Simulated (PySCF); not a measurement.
Dipole moment and polarisability of cyclopropyl methyl ketone

Cyclopropyl methyl ketone, C5H8O.
Cartesian coordinates in Å at the GFN2-xTB level; atoms count from 1:
```
atom  x, y, z in Å
C1     2.1486    0.0352   -0.3260
C2     0.8072   -0.3900    0.2219
O3     0.6888   -1.2033    1.1077
C4    -0.3549    0.2745   -0.4176
C5    -1.5634    0.5597    0.4473
C6    -1.6305   -0.5269   -0.5598
H7     2.1934   -0.1825   -1.3912
H8     2.9490   -0.4896    0.1878
H9     2.2732    1.1080   -0.1939
H10   -0.1146    0.9834   -1.1988
H11   -1.4843    0.2794    1.4868
H12   -2.1010    1.4783    0.2682
H13   -1.5973   -1.5456   -0.2041
H14   -2.2149   -0.3810   -1.4554
```

Level: B3LYP/def2-SVPD (PySCF), static field, nuclei fixed, core orbitals frozen in the response. The polarisability tensor in these axes (au):

```
x   72.38 -0.90 -0.33
y   -0.90 55.78 -3.23
z   -0.33 -3.23 56.24
```

Q: What are the eigenvalues, a third of the trace, and Δα (Δα² = ½Σ(αi − αj)² over the three pairs)?

A: Principal values 52.73, 59.23 and 72.43 au; mean 61.47 au = 9.11 Å³ = 10.13 × 10⁻⁴⁰ C²·m²/J; Δα = 17.39 au (28 % of the mean).

Q: What is the dipole moment, and where does it point?

A: (-0.27, 2.06, -2.21) D, 3.03 D in size, pointing from the negative to the positive side. Measured along this direction, the outermost atoms are O3 at the negative end and H10 at the positive end.

Q: Form Σ f/ω² (atomic units) for the 8 lowest TDDFT singlets, given as eV and f, and set it beside the mean polarisability, which is this sum over all singlets: 4.54, 0.0000; 6.59, 0.0223; 6.99, 0.1671; 7.00, 0.0053; 7.28, 0.0126; 7.37, 0.0314; 7.38, 0.0010; 7.87, 0.0003.

A: They add up to 3.61 au, 5.9 % of the 61.47 au; the largest single term is 2.53 au, from the state at 6.99 eV. Terms in order: 0.00, 0.38, 2.53, 0.08, 0.18, 0.43, 0.01, 0.00 au. Higher excitations give the rest. The strengths listed sum to 0.240.

Q: Orientational against electronic polarisability at 273 K (dilute gas, rigid molecules)?

A: In Gaussian units μ²/3kT = 81.36 Å³ against 9.11 Å³, a ratio of 8.93; the Debye molar polarisation (4π/3)N_A(α + μ²/3kT) is 228.2 cm³/mol, leaving out the vibrational part.

Q: What depolarisation ratio follows for Rayleigh scattering of linearly polarised light, taking the static tensor?

A: ρ = 3Δα²/(45ᾱ² + 4Δα²) = 906.8/(170013 + 1209.1) = 0.0053.

The structure is a single GFN2-xTB conformer in the gas phase; no vibrational or solvent corrections.
